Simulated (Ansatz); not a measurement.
# [SiPH4]− (SMILES [SiH2-]P): levels of theory compared

We compute a comparison of 6 runs (PBE0/STO-3G, wB97M-V/STO-3G, UMP2/STO-3G, CCSDT/STO-3G, CCSDTQ/STO-3G, CCSD/STO-3G) of [SiPH4]−. 

The calculation is run with Ansatz 0.2.0.

## 1. The system as given

[SiPH4]− has 6 atoms, charge -1, and is taken as a singlet. As SMILES, `[SiH2-]P`. The H5–P2 distance was set to 3.438 Å, away from the relaxed value. At this shape a bond of the SMILES string is far longer than usual.

Bond lengths: Si1–P2 2.225 Å, Si1–H3 1.503 Å, Si1–H4 1.503 Å, P2–H6 1.375 Å. Angles: Si1–P2–H6 94.1°, P2–Si1–H3 96.4°, P2–Si1–H4 96.5°, H3–Si1–H4 96.7°.

## 2. A single-point energy at PBE0/STO-3G (run 1)

Input file in.yaml:

```yaml
crystal:
  periodic: [false, false, false]
  atoms:
    - {symbol: Si, position_ang: [-0.786307, -1.760948, 1.416027]}
    - {symbol: P, position_ang: [-1.499187, 0.330282, 1.681247]}
    - {symbol: H, position_ang: [-1.531047, -2.341688, 2.585507]}
    - {symbol: H, position_ang: [-1.786037, -2.149208, 0.362787]}
    - {symbol: H, position_ang: [0.407400, 1.565440, -0.899820]}
    - {symbol: H, position_ang: [-0.524607, 0.650632, 2.597487]}
basis:
  gaussian:
    orbitals: STO-3G
total_charge: -1
hamiltonian:
  xc: {name: PBE0}
accuracy: high
```

On the command line:

```bash
$ ansatz run in.yaml --threads 1 --pin off --max-ram 2610MiB --events-out events.jsonl --progress --plain --runs-dir runs
```

Standard output:

```text
Warning: RAYON_NUM_THREADS=1 ignored (pool sized by the plan → 1); use --threads N
Functional definition: PBE0
  name "PBE0"
  parameter a = 0.25
  parameter kappa = 0.804
  parameter beta = 0.06672455060314922
  exchange = (1 - a)*pbe_x(kappa = kappa, mu = beta*pi^2/3) + a*exact_x
  correlation = pbe_c(beta = beta)
387 factors; integrals over basis functions are off by at most 2.6e-9 eV
mean field evaluation 1: about -17011.5584 eV, gradient 2.0e1 eV
mean field evaluation 2: about -16997.3274 eV, gradient 2.9e1 eV
mean field evaluation 4: about -17002.9429 eV, gradient 2.1e1 eV
mean field evaluation 8: about -17016.8677 eV, gradient 8.0e0 eV
mean field evaluation 16: about -17017.4911 eV, gradient 7.7e-9 eV
mean field -17017.49106090 eV, -625.3812616184 hartree, gradient 3.2e-8 eV, S^2 0.000000; 0 other end points of the search recorded, 0 dependent functions left out
reference -17017.49106252 eV, -625.3812616778 hartree; 17, 17 occupied and 5, 5 virtual orbitals, 387 factors
Total energy: -17017.49106252 eV, -625.3812616778 hartree
```

It took 0.99 s on 1 thread of AMD EPYC 9R14 (Zen 4), shared host; peak memory 0.12 GiB.

## 3. The energy at wB97M-V/STO-3G (run 2)

Input file input.yaml:

```yaml
crystal:
  periodic: [false, false, false]
  atoms:
    - symbol: Si
      position_ang: [-0.786307, -1.760948, 1.416027]
    - symbol: P
      position_ang: [-1.499187, 0.330282, 1.681247]
    - symbol: H
      position_ang: [-1.531047, -2.341688, 2.585507]
    - symbol: H
      position_ang: [-1.786037, -2.149208, 0.362787]
    - symbol: H
      position_ang: [0.407400, 1.565440, -0.899820]
    - symbol: H
      position_ang: [-0.524607, 0.650632, 2.597487]
basis:
  gaussian: {orbitals: STO-3G}
total_charge: -1
hamiltonian: {xc: {name: wB97M-V}}
accuracy: high
```

On the command line:

```bash
$ ansatz run input.yaml --threads 1 --pin off --max-ram 2610MiB --events-out events.jsonl --progress --plain --runs-dir runs
```

Standard output, shortened:

```text
Warning: RAYON_NUM_THREADS=1 ignored (pool sized by the plan → 1); use --threads N
Functional definition: wB97M-V
  name "wB97M-V"
[...]
  gx(w, u) = 1 - cx + cx01*u + cx10*w
  gss(w, u) = css00 + css04*u^4 + css10*w + css20*w^2 + css43*w^4*u^3
  gos(w, u) = cos00 + cos10*w + (cos20 + cos21*u)*w^2 + (cos60 + cos61*u)*w^6
[...]
      + integral(e_c_pw_mod_opposite_spin*gos(b97_w_opposite, b97_u_opposite)) + vv10(b, c)
387 factors; integrals over basis functions are off by at most 2.6e-9 eV
167 factors; integrals over basis functions are off by at most 7.9e-10 eV
[...]
mean field -17024.53881692 eV, -625.6402618750 hartree, gradient 4.8e-8 eV, S^2 0.000000; 0 other end points of the search recorded, 0 dependent functions left out
reference -17024.53882000 eV, -625.6402619882 hartree; 17, 17 occupied and 5, 5 virtual orbitals, 387 factors
Total energy: -17024.53882000 eV, -625.6402619882 hartree
```

It took 9 s on 1 thread of AMD EPYC 9R14 (Zen 4), shared host; peak memory 0.32 GiB.

Runs 3 to 4 aren't shown in full; the table further down has their settings and results.

## 4. A single-point energy at CCSDTQ/STO-3G (run 5)

Input file run.yaml:

```yaml
crystal:
  periodic: [false, false, false]
  atoms:
    - {symbol: Si, position_ang: [-0.786307, -1.760948, 1.416027]}
    - {symbol: P, position_ang: [-1.499187, 0.330282, 1.681247]}
    - {symbol: H, position_ang: [-1.531047, -2.341688, 2.585507]}
    - {symbol: H, position_ang: [-1.786037, -2.149208, 0.362787]}
    - {symbol: H, position_ang: [0.407400, 1.565440, -0.899820]}
    - {symbol: H, position_ang: [-0.524607, 0.650632, 2.597487]}
basis:
  gaussian:
    orbitals: STO-3G
scf:
  omitted_lower_state_checks: [cluster_reference, increment]
total_charge: -1
accuracy: high
correlation:
  method: ccsdtq
  frozen_orbitals: {H: 0, P: 5, Si: 5}
```

On the command line:

```bash
$ ansatz run run.yaml --threads 1 --pin off --max-ram 2610MiB --events-out events.jsonl --progress --plain --runs-dir runs
```

Standard output:

```text
Warning: RAYON_NUM_THREADS=1 ignored (pool sized by the plan → 1); use --threads N
[... 12 lines left out ...]
10 core orbitals not correlated: weight in the atoms' cores, before any rotation towards them, 1.000 or more for the frozen orbitals, at most 0.000 for the correlated occupied ones
[... 44 lines left out ...]
WARN: these amplitudes may be one of several solutions (largest doubles amplitude 1.05, level shift 7.97 eV)
Total energy: -16995.44395814 eV, -624.5710455359 hartree
Checks for a lower state left out: cluster_reference, increment
```

It took 5.4 s on 1 thread of AMD EPYC 9R14 (Zen 4), shared host; peak memory 0.12 GiB.

## 5. A single-point energy at CCSD/STO-3G (run 6)

Input file job.yaml:

```yaml
basis:
  gaussian: {orbitals: STO-3G}
crystal:
  periodic: [false, false, false]
  atoms:
    - symbol: Si
      position_ang: [-0.786307, -1.760948, 1.416027]
    - symbol: P
      position_ang: [-1.499187, 0.330282, 1.681247]
    - symbol: H
      position_ang: [-1.531047, -2.341688, 2.585507]
    - symbol: H
      position_ang: [-1.786037, -2.149208, 0.362787]
    - symbol: H
      position_ang: [0.407400, 1.565440, -0.899820]
    - symbol: H
      position_ang: [-0.524607, 0.650632, 2.597487]
total_charge: -1
correlation: {method: ccsd, frozen_orbitals: {H: 0, P: 5, Si: 5}}
accuracy: high
scf: {omitted_lower_state_checks: [cluster_reference, increment]}
```

On the command line:

```bash
$ ansatz run job.yaml --threads 1 --pin off --max-ram 2610MiB --events-out events.jsonl --progress --plain --runs-dir runs
```

Standard output:

```text
Warning: RAYON_NUM_THREADS=1 ignored (pool sized by the plan → 1); use --threads N
[... 12 lines left out ...]
10 core orbitals not correlated: weight in the atoms' cores, before any rotation towards them, 1.000 or more for the frozen orbitals, at most 0.000 for the correlated occupied ones
[... 40 lines left out ...]
WARN: these amplitudes may be one of several solutions (largest doubles amplitude 1.00, level shift 7.97 eV)
Total energy: -16995.31001990 eV, -624.5661233963 hartree
Checks for a lower state left out: cluster_reference, increment
```

Run time: 0.18 s. Hardware: 1 thread of AMD EPYC 9R14 (Zen 4), shared host.

## 6. The series

```tsv
run	level	frozen core orbitals	energy (Eh)	wall time
1	PBE0/STO-3G	–	-625.381262	0.99 s
2	wB97M-V/STO-3G	–	-625.640262	9 s
3	UMP2/STO-3G	10	-624.544182	0.32 s
4	CCSDT/STO-3G	10	-624.570926	0.34 s
5	CCSDTQ/STO-3G	10	-624.571046	5.4 s
6	CCSD/STO-3G	10	-624.566123	0.18 s
```

## 7. Outcome

| quantity | value |
| --- | --- |
| run 6: total energy | -624.56612 Eh |
| run 6: correlation energy (10 core orbitals frozen) | -229.6 mEh |
| run 6: T1 diagnostic | 0.135 |

Totals of different functionals can't be ranked against each other. In run 6 the T1 diagnostic is large, so a single reference may not serve. In runs 4, 5, 6 the log says that unrestricted orbitals would lower the reference, so the values rest on an unstable closed-shell determinant (other closed-shell runs at this shape may share the fault). In runs 1, 2, 3, 4, 5, 6 the basis is minimal, so the values are rough. Spin contamination of the reference: run 3 ⟨S²⟩ = 1.00. Where it is this large, the reference is a mixture of spin states, and values that rest on it are in doubt. All runs together took 16 s, the longest 9 s.
